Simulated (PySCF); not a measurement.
diphosphorus cation (P2), SMILES P#P (connectivity only; charge and spin as stated), charge +1, multiplicity 2. Atoms are numbered in the order given.

```xyz
2

P      0.0000     0.0000    -0.9881
P      0.0000     0.0000     0.9881
```
Charge +1, spin multiplicity 2.

Geometry: B3LYP-D3(BJ)/def2-TZVPD. The spin state was assumed, not searched.

All values below come from PBE0/pcH-1 (PySCF).

Unrestricted Kohn–Sham, ⟨S²⟩ = 0.753. Hyperfine tensors hold the contact and dipolar terms, without spin-orbit corrections.

Computed hyperfine couplings:
```
nucleus    A(iso) (MHz)  A(iso) (G)  dipolar principal values (MHz)
---------  ------------  ----------  ------------------------------
31P no. 1           3.5         1.2           -173.2, -168.0, 341.3
31P no. 2           3.5         1.2           -173.2, -168.0, 341.3
```
